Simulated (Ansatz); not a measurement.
Isomers of C4H10O2

2 of its isomers, all singlets with charge 0: A = 1,2-dimethoxyethane `COCCOC`; B = 1,1-dimethoxyethane `COC(C)OC`.

Shapes, held fixed at every level: PBE0-D4/def2-TZVP. Flexible molecules stand in one conformer, not always the lowest. Programs: Ansatz 0.2.0.

A:

```xyz
16

C     0.6288   -0.9736    1.9496
O     1.5860   -0.4753    1.0472
C     1.2665   -0.6604   -0.3058
C     0.3441    0.3878   -0.8808
O    -0.9706    0.1871   -0.4291
C    -1.8550    1.1567   -0.9161
H    -0.3146   -0.4226    1.8972
H     0.4212   -2.0354    1.7574
H     1.0539   -0.8748    2.9493
H     2.2126   -0.6113   -0.8535
H     0.8305   -1.6567   -0.4708
H     0.3797    0.3274   -1.9814
H     0.7031    1.3867   -0.5894
H    -1.8945    1.1494   -2.0148
H    -1.5681    2.1657   -0.5885
H    -2.8467    0.9266   -0.5261
```

B:

```xyz
16

C    -1.2561   -1.3741    1.2869
O    -0.3833   -1.4690    0.1863
C     0.3064   -0.3011   -0.0816
C     1.3127   -0.5971   -1.1657
O    -0.6210    0.6844   -0.4794
C    -0.1809    1.9990   -0.2807
H    -1.6748   -2.3671    1.4473
H    -0.7153   -1.0644    2.1917
H    -2.0658   -0.6644    1.0973
H     0.8091    0.0583    0.8384
H     2.0237   -1.3512   -0.8258
H     0.7889   -0.9708   -2.0467
H     1.8646    0.3046   -1.4360
H     0.1099    2.1735    0.7648
H    -1.0118    2.6594   -0.5293
H     0.6708    2.2572   -0.9235
```

Electronic energies in kJ/mol, without zero-point or thermal terms.

Which isomer should be the most stable, and roughly by how much?

B < A in rising energy, over a span of 41 kJ/mol, by CCSD(T)/CBS estimate. All levels agree on that. The B − A difference spans -43.7 to -37.4 kJ/mol over the levels. The CBS estimate extrapolates MP2 from def2-TZVPP and def2-QZVPP and adds CCSD(T) − MP2 in the triple-zeta set, cores frozen.

```tsv
level	kind	B − A
HF/def2-SVP	Hartree–Fock	-37.4
PBE-D4/def2-TZVPP	GGA	-39.1
r2SCAN-D4/def2-TZVPP	meta-GGA	-43.7
B3LYP-D4/def2-TZVPP	global hybrid	-37.9
BHLYP-D4/def2-TZVPP	global hybrid	-38.8
B2PLYP/def2-TZVPP	double hybrid	-38.9
MP2/def2-SVP	perturbation theory	-43.7
CCSD(T)/CBS estimate	coupled cluster or CI	-41.3
```
